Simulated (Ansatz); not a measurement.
# HO+ (singlet): from Hartree-Fock to the top rungs at distance O1–H2 = 1.133 Å, aug-cc-pVTZ

An exercise on one series of results from a longer session: the logs are not shown, and one member is left open.

The runs use Ansatz 0.2.0, Gaussian basis; aug-cc-pVTZ, core rule «outside noble gas», up to 1 orbitals frozen.

Plan: UHF; CCSD(T) on RHF; CCSD(T) on UHF; BCCD(T) on RHF; CISD; CCSDT(Q) on RHF; CCSDT(Q) on UHF; CCSDTQ on RHF; CASSCF and MRCISD+Q, 2 electrons in 2 orbitals; CASSCF and NEVPT2, 2 electrons in 2 orbitals; CASSCF and MRCISD+Q, 6 electrons in 5 orbitals; CASSCF and NEVPT2, 6 electrons in 5 orbitals; Full CI; Full CI in the symmetry of the determinant.

2 further runs of the same task are left out: 2 for a known fault of the program.

**What is computed**

The geometry derives from a PBE0/def2-TZVP stationary point (not a proven minimum). One bond is set to the value named and the two fragments are kept rigid.

2 atoms, charge 1, spin multiplicity 1.

Atoms are counted from 1 here; the program's logs count them from 0.

Bond lengths: O1–H2 1.133 Å.

The first run:

Input file in.yaml:

```yaml
crystal:
  periodic: [false, false, false]
  atoms:
    - {symbol: O, position_ang: [0.000000, 0.000000, 0.000000]}
    - {symbol: H, position_ang: [0.000000, 0.000000, 1.133000]}
basis:
  gaussian: {orbitals: aug-cc-pVTZ}
total_charge: 1
magnetization: {spin_polarized: true, initial_magnetization: 0}
hamiltonian: {xc: hf}
output: {orbitals: {seedname: orbitals}}
```

The run is started by

```console
ansatz run in.yaml --threads 1 --pin off --events-out ev --progress --plain --max-ram 2764MiB --backend cpu
```

Among the steps run: UHF; CCSD(T) on RHF; CCSD(T) on UHF; BCCD(T) on RHF; CISD; CCSDT(Q) on RHF; CCSDT(Q) on UHF; CCSDTQ on RHF; CASSCF and MRCISD+Q, 2 electrons in 2 orbitals; CASSCF and NEVPT2, 2 electrons in 2 orbitals; CASSCF and MRCISD+Q, 6 electrons in 5 orbitals; CASSCF and NEVPT2, 6 electrons in 5 orbitals; Full CI; Full CI in the symmetry of the determinant.

One table of the session follows, with a row left open; its other results are not shown here.

| method | from FCI (kJ/mol) |
| --- | --- |
| RHF | +595.7 |
| RMP2 | +146.0 |
| CISD | +84.4 |
| RCCSD | +58.6 |
| RCCSD(T) | +29.8 |
| BCCD(T) | +29.9 |
| RCCSDT | +2.0 |
| RCCSDT(Q) | -1.1 |
| RCCSDTQ | 0.0 |
| CASSCF pair | +479.5 |
| NEVPT2 pair | +49.1 |
| MRCISD pair | +20.3 |
| MRCISD+Q pair | +0.9 |
| CASSCF valence | +413.3 |
| NEVPT2 valence | +59.3 |
| MRCISD valence | ? |
| MRCISD+Q valence | +1.4 |
| FCI | 0 |

Estimate the missing values for MRCISD valence.

The run gave: from FCI (kJ/mol): +14.7. In the column «from FCI (kJ/mol)» it lies between RCCSDT (+2.0) and MRCISD pair (+20.3).

Caveats from the session: The report flags that the cluster equations may have other roots. Left out of the table: UHF, UMP2, UCCSD, UCCSD(T), UCCSDT, UCCSDT(Q) (another determinant or state than the rows shown). The program flags RCCSDT(Q), RCCSDTQ as in doubt, so those rows may rest on another solution; read them beside their warnings. RCCSDT(Q) falls below full CI, which methods that aren't variational can do.
